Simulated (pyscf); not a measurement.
# Four-centre exchange: HS–Ga(Cl)–Cl + HF → F–Ga(SH)–Cl + HCl

Gas phase, singlet surface, charge 0. Bonds broken: Ga2–Cl3, F6–H7. Bonds formed: Ga2–F6, Cl3–H7. Structures and frequencies: ωB97X-D3(BJ)/def2-SVP in PySCF.

Transition state (Å):

```xyz
7

S     -0.4260    -0.1971     1.9639
Ga    -1.2350     0.1651    -0.0199
Cl    -0.5090    -1.5008    -1.6609
Cl    -3.2593     0.6321    -0.4535
H      0.8429    -0.2305     1.5087
F     -0.0538     1.0306    -1.2003
H     -0.0111    -0.1552    -1.7833
```

One imaginary mode, 454i cm⁻¹; descent along it reached the two sides named, in the forms told below.

```tsv
bond	change	reactant side (Å)	saddle	product side
Ga2–Cl3	breaks	2.183	2.448	2.7
F6–H7	breaks	0.944	1.322	1.999
Ga2–F6	forms	2.209	1.881	1.779
Cl3–H7	forms	2.289	1.440	1.299
```

Electronic energies relative to the separated reactants (kJ/mol):

```csv
level,barrier,reaction energy,reverse barrier
ωB97X-D3(BJ)/def2-TZVP,13.0,+37.2,-24.3
PBE/def2-TZVP,2.1,+26.0,-24.0
r²SCAN/def2-TZVP,-1.6,+26.6,-28.3
B3LYP-D3(BJ)/def2-TZVP,13.0,+29.1,-16.1
PBE0-D3(BJ)/def2-TZVP,10.1,+35.9,-25.8
M06-2X/def2-TZVP,10.5,+31.6,-21.1
ωB97M-D3(BJ)/def2-TZVP,15.2,+28.5,-13.3
HF/def2-TZVP,69.4,+28.7,40.7
```

With ωB97M-D3(BJ)/def2-TZVP energies and thermal terms (ideal gas, 1 atm, RRHO with modes under 100 cm⁻¹ raised to 100, one conformer, R ln 2 for chiral ones without a mode under 150 cm⁻¹), in kJ/mol:

| T (K) | ΔH‡ | ΔG‡ | ΔH | ΔG |
|---|---|---|---|---|
| 298 | 6.9 | 50.0 | +23.3 | +22.6 |
| 600 | 6.2 | 94.2 | +22.8 | +22.2 |
| 900 | 7.5 | 138.0 | +22.8 | +21.9 |
| 1200 | 9.7 | 181.2 | +23.0 | +21.6 |

On the reactant side the descent ends in an adduct with a F–Ga contact, 37.9 kJ/mol under the separated species and 50.9 kJ/mol under the saddle at ωB97X-D3(BJ)/def2-TZVP. On the product side the descent ends in an adduct with a Cl–Ga contact, 39.1 kJ/mol under the separated species and 14.8 kJ/mol under the saddle at ωB97X-D3(BJ)/def2-TZVP. At r²SCAN the saddle lies under the separated reactants, which points to a path from their complex (located at ωB97X-D3(BJ) alone). At ωB97X-D3(BJ), PBE, r²SCAN, B3LYP-D3(BJ), PBE0-D3(BJ), M06-2X, ωB97M-D3(BJ) the saddle lies under the separated products, which points to a path from their complex (located at ωB97X-D3(BJ) alone), and parting the products costs more than the saddle. What is counted as formed (F–Ga) is already present as a longer contact in the reactant adduct; forming that adduct is a step of its own. What is counted as broken (Cl–Ga) persists as a longer contact in the product adduct; parting that adduct is a step of its own. This is the saddle that the search found; another between the same sides may lie lower. Elements up to Kr have no core potential and no relativistic terms here.
